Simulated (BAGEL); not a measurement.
**One shape, several levels: AlH2SF (SMILES [F][AlH][SH])**

We compute a comparison of 6 runs (HF/3-21G, HF/def2-SVP, B3LYP/6-31G*, PBE0/def2-SVP, RI-MP2/pcseg-1) of AlH2SF. 

Program for the calculation: BAGEL 1.2.2.

**1. Starting point**

AlH2SF has 5 atoms, charge 0, and is taken as a singlet. SMILES: `[F][AlH][SH]`. The coordinates come from a PBE0-D4/def2-TZVP relaxation. This is one conformer, not always the lowest.

Bond lengths: F1–Al2 1.645 Å, Al2–S3 2.169 Å, Al2–H4 1.569 Å, S3–H5 1.345 Å. Angles: F1–Al2–S3 116.3°, F1–Al2–H4 119.8°, S3–Al2–H4 123.9°, Al2–S3–H5 91.6°.

**2. The energy at HF/3-21G (run 1)**

input.json reads:

```json
{ "bagel" : [

{
  "title" : "molecule",
  "basis" : "3-21g",
  "df_basis" : "qzvpp-jkfit",
  "angstrom" : false,
  "geometry" : [
    { "atom" : "F", "xyz" : [ -2.27428539, -2.90224138,  1.65823467 ] },
    { "atom" : "Al", "xyz" : [ -0.97113026, -0.58411435,  0.04686521 ] },
    { "atom" : "S", "xyz" : [  2.90280830,  0.34506399,  1.00816889 ] },
    { "atom" : "H", "xyz" : [ -2.53431171,  0.81333812, -2.05073079 ] },
    { "atom" : "H", "xyz" : [  2.97121639,  2.18868080, -0.74096161 ] }
  ]
},
{ "title" : "hf", "charge" : 0, "df" : false },
{ "title" : "print", "file" : "orbitals.molden", "orbitals" : true }

]}
```

Started as:

```
BAGEL_NUM_THREADS=1 BAGEL input.json > input.out
```

The program printed:

```text
* using 1 threads per process

  ===============================================================
  ===============================================================

  *** Geometry ***

  { "atom" : "F", "xyz" : [     -2.274285,     -2.902241,      1.658235 ] },
  { "atom" : "Al", "xyz" : [     -0.971130,     -0.584114,      0.046865 ] },
  { "atom" : "S", "xyz" : [      2.902808,      0.345064,      1.008169 ] },
  { "atom" : "H", "xyz" : [     -2.534312,      0.813338,     -2.050731 ] },
  { "atom" : "H", "xyz" : [      2.971216,      2.188681,     -0.740962 ] },

  Number of auxiliary basis functions:      369

  Since a DF basis is specified, we compute 2- and 3-index integrals:
    o Being stored without compression. Storage requirement is 0.004 GB

  Number of basis functions:       39
  Number of electrons      :       40

    * METHOD: MOLECULE                             0.07

  *** RHF ***

  === Nuclear Repulsion ===
   130.7631621367

      * DIIS with orbital gradients will be used.

  === RHF iteration (3-21g) ===
      0       -734.88624901          0.03935667           0.02
      1       -735.98156301          0.04041465           0.02
      2       -736.28849283          0.00984153           0.02
[... 9 lines of this table left out ...]
     12       -736.31971211          0.00000001           0.02
    * SCF iteration converged.

    * Permanent dipole moment:
           (    0.389242,    -0.671242,     0.834819) a.u.

    * METHOD: HF                                   0.34

    * METHOD: PRINT                                0.00

  ===============================================================
```

Run time: 0.58 s. Hardware: 1 thread of Arm Neoverse V2, shared host; peak memory 0.23 GiB.

**3. The energy at HF/def2-SVP (run 2)**

input.json reads:

```json
{ "bagel": [

{
  "title": "molecule",
  "basis": "svp",
  "df_basis": "qzvpp-jkfit",
  "angstrom": true,
  "geometry": [
    { "atom": "F", "xyz": [   -1.203500,   -1.535800,    0.877500 ] },
    { "atom": "Al", "xyz": [   -0.513900,   -0.309100,    0.024800 ] },
    { "atom": "S", "xyz": [    1.536100,    0.182600,    0.533500 ] },
    { "atom": "H", "xyz": [   -1.341100,    0.430400,   -1.085200 ] },
    { "atom": "H", "xyz": [    1.572300,    1.158200,   -0.392100 ] }
  ]
},
{ "title": "hf", "df": false },
{ "title": "print", "file": "orbitals.molden", "orbitals": true }

]}
```

Started as:

```
BAGEL_NUM_THREADS=1 BAGEL input.json > input.out
```

The program printed:

```text
* using 1 threads per process

  ===============================================================
  ===============================================================

  *** Geometry ***

  { "atom" : "F", "xyz" : [     -2.274285,     -2.902241,      1.658235 ] },
  { "atom" : "Al", "xyz" : [     -0.971130,     -0.584114,      0.046865 ] },
  { "atom" : "S", "xyz" : [      2.902808,      0.345064,      1.008169 ] },
  { "atom" : "H", "xyz" : [     -2.534312,      0.813338,     -2.050731 ] },
  { "atom" : "H", "xyz" : [      2.971216,      2.188681,     -0.740962 ] },

  Number of auxiliary basis functions:      369

  Since a DF basis is specified, we compute 2- and 3-index integrals:
    o Being stored without compression. Storage requirement is 0.011 GB

  Number of basis functions:       60
  Number of electrons      :       40

    * METHOD: MOLECULE                             0.09

  *** RHF ***

  === Nuclear Repulsion ===
   130.7631620136

      * DIIS with orbital gradients will be used.

  === RHF iteration (svp) ===
      0       -737.22663681          0.03883221           0.10
      1       -739.21863418          0.04263683           0.10
      2       -739.82861729          0.00986617           0.10
[... 10 lines of this table left out ...]
     13       -739.88631076          0.00000001           0.08
    * SCF iteration converged.

    * Permanent dipole moment:
           (    0.020721,    -0.630940,     0.619087) a.u.

    * METHOD: HF                                   1.48

    * METHOD: PRINT                                0.01

  ===============================================================
```

Wall time 1.8 s (1 thread of Arm Neoverse V2, shared host); peak memory 0.081 GiB.

Runs 3 to 4 aren't shown in full; the table further down has their settings and results.

**4. Energy and gradient at PBE0/def2-SVP (density fitting with qzvpp-jkfit) (run 5)**

job.json reads:

```json
{ "bagel" : [

{
  "title" : "molecule",
  "basis" : "svp",
  "df_basis" : "qzvpp-jkfit",
  "angstrom" : true,
  "geometry" : [
    { "atom" : "F", "xyz" : [   -1.203500,   -1.535800,    0.877500 ] },
    { "atom" : "Al", "xyz" : [   -0.513900,   -0.309100,    0.024800 ] },
    { "atom" : "S", "xyz" : [    1.536100,    0.182600,    0.533500 ] },
    { "atom" : "H", "xyz" : [   -1.341100,    0.430400,   -1.085200 ] },
    { "atom" : "H", "xyz" : [    1.572300,    1.158200,   -0.392100 ] }
  ]
},
{
  "title" : "force",
  "method" : [
    { "title" : "ks", "xc_func" : "pbe0" }
  ]
}

]}
```

Started as:

```
BAGEL_NUM_THREADS=1 BAGEL job.json > job.out
```

The program printed:

```text
* using 1 threads per process

  ===============================================================
  ===============================================================

  *** Geometry ***

[... 20 lines left out ...]
    * Removing 7228 points whose weight is below 1.00e-10
[... 13 lines left out ...]
    * SCF iteration converged.
[... 1 line left out ...]
    * Permanent dipole moment:
[... 26 lines left out ...]
    * METHOD: FORCE                                3.28

  ===============================================================
```

Wall time 3.6 s (1 thread of Arm Neoverse V2, shared host); peak memory 0.53 GiB.

**5. Energy and gradient at RI-MP2/pcseg-1 (density fitting with qzvpp-jkfit, cc-pv5z-ri for correlation) (run 6)**

calc.json reads:

```json
{ "bagel": [

{
  "title": "molecule",
  "basis": "pcseg-1.json",
  "df_basis": "qzvpp-jkfit",
  "angstrom": "false",
  "geometry": [
    { "atom": "F", "xyz": [ -2.27428539, -2.90224138,  1.65823467 ] },
    { "atom": "Al", "xyz": [ -0.97113026, -0.58411435,  0.04686521 ] },
    { "atom": "S", "xyz": [  2.90280830,  0.34506399,  1.00816889 ] },
    { "atom": "H", "xyz": [ -2.53431171,  0.81333812, -2.05073079 ] },
    { "atom": "H", "xyz": [  2.97121639,  2.18868080, -0.74096161 ] }
  ]
},
{
  "title": "force",
  "method": [
    {
      "title": "mp2",
      "ncore": 11,
      "aux_basis": "cc-pv5z-ri"
    }
  ]
}

]}
```

The basis set pcseg-1 is read from a file made from the Basis Set Exchange's data (not shown).

Started as:

```
BAGEL_NUM_THREADS=1 BAGEL calc.json > calc.out
```

The program printed:

```text
* using 1 threads per process

  ===============================================================
  ===============================================================

  *** Geometry ***

[... 31 lines left out ...]
    * SCF iteration converged.
[... 1 line left out ...]
    * Permanent dipole moment:
[... 13 lines left out ...]
      MP2 correlation energy:   -0.3718536665
[... 1 line left out ...]
    * Permanent dipole moment: MP2 unrelaxed
[... 10 lines left out ...]
    * Permanent dipole moment: MP2 relaxed
[... 2 lines left out ...]
  * Nuclear energy gradient

    o Atom   0
        x          0.0088456833
        y          0.0154691719
        z         -0.0106864109
    o Atom   1
        x         -0.0057414655
        y         -0.0145944786
        z          0.0113259435
    o Atom   2
        x         -0.0003296050
        y         -0.0014396743
        z          0.0012422230
    o Atom   3
        x         -0.0016773377
        y          0.0004885297
        z         -0.0012714210
    o Atom   4
        x         -0.0010972751
        y          0.0000764513
        z         -0.0006103346

    * METHOD: FORCE                                3.09

  ===============================================================
```

Wall time 3.6 s (1 thread of Arm Neoverse V2, shared host); peak memory 0.23 GiB.

**6. Overview of the runs**

```csv
run,level,integral approximation,Cartesian functions,energy (Eh),dipole moment (D),HOMO energy (eV),LUMO energy (eV),wall time
1,HF/3-21G,none,no,-736.319712,2.90,-10.98,1.59,0.58 s
2,HF/def2-SVP,none,no,-739.886311,2.25,-10.75,1.95,1.8 s
3,"B3LYP/6-31G* (density fitting with qzvpp-jkfit, spherical functions)",qzvpp-jkfit,no,-741.770733,1.98,-7.68,-1.04,2.1 s
4,"B3LYP/6-31G* (density fitting with qzvpp-jkfit, Cartesian functions)",qzvpp-jkfit,yes,-741.776531,1.98,-7.68,-1.04,2.7 s
5,PBE0/def2-SVP (density fitting with qzvpp-jkfit),qzvpp-jkfit,no,-741.143222,2.05,–,–,3.6 s
6,"RI-MP2/pcseg-1 (density fitting with qzvpp-jkfit, cc-pv5z-ri for correlation)",qzvpp-jkfit,no,-740.460867,2.32,–,–,3.6 s
```

**7. Results**

| quantity | value |
| --- | --- |
| run 6: total energy | -740.46087 Eh |
| run 6: dipole moment (of the density that the program reports) | 2.32 D |
| run 6: correlation energy (11 core orbitals frozen) | -371.9 mEh |
| run 6: largest force on an atom | 1.068 eV/Å |

The dipole moment (its size) runs from 1.98 D (B3LYP/6-31G*) to 2.90 D (HF/3-21G). The two ends differ in method and basis. Over runs 1, 2, 3, 4 the HOMO–LUMO gap runs from 6.64 eV (B3LYP/6-31G*) to 12.70 eV (HF/def2-SVP). Totals of different functionals can't be ranked against each other. All runs together took 14 s, the longest 3.6 s.
